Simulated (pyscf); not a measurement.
`[CH3][Cd][SH]` + `[TeH2]` → `[CH3][Cd][TeH]` + `[SH2]` (four-centre exchange; singlet surface; Cd–S, H–Te broken, Cd–Te, H–S formed). Optimised with ωB97X-D3(BJ)/def2-SVP in PySCF. Energies in kJ/mol from the separated reactants.

```csv
level,barrier,reaction energy
ωB97X-D3(BJ)/def2-TZVP,9.2,-49.2
PBE/def2-TZVP,7.8,-34.2
B3LYP-D3(BJ)/def2-TZVP,?,-36.8
M06-2X/def2-TZVP,18.3,-40.6
ωB97M-D3(BJ)/def2-TZVP,?,?
HF/def2-TZVP,92.9,-42.3
```

Problem. Some entries are withheld; supply them.

Solution. 
- B3LYP-D3(BJ)/def2-TZVP, barrier: 15.3
- ωB97M-D3(BJ)/def2-TZVP, barrier: 34.5
- ωB97M-D3(BJ)/def2-TZVP, reaction energy: -35.2

The functionals in the table span 26.7 kJ/mol in this barrier, from PBE to ωB97M-D3(BJ)/def2-TZVP. On the reactant side the descent ends in an adduct with a Cd–Te contact (not fully relaxed), 31.6 kJ/mol under the separated species and 40.8 kJ/mol under the saddle at ωB97X-D3(BJ)/def2-TZVP. On the product side the descent ends in a complex (not fully relaxed), 27.7 kJ/mol under the separated species and 86.0 kJ/mol under the saddle at ωB97X-D3(BJ)/def2-TZVP. What is counted as formed (Cd–Te) is already present as a longer contact in the reactant adduct; forming that adduct is a step of its own. This is the saddle that the search found; another between the same sides may lie lower. Elements past Kr carry the def2 core potentials, without spin-orbit coupling.
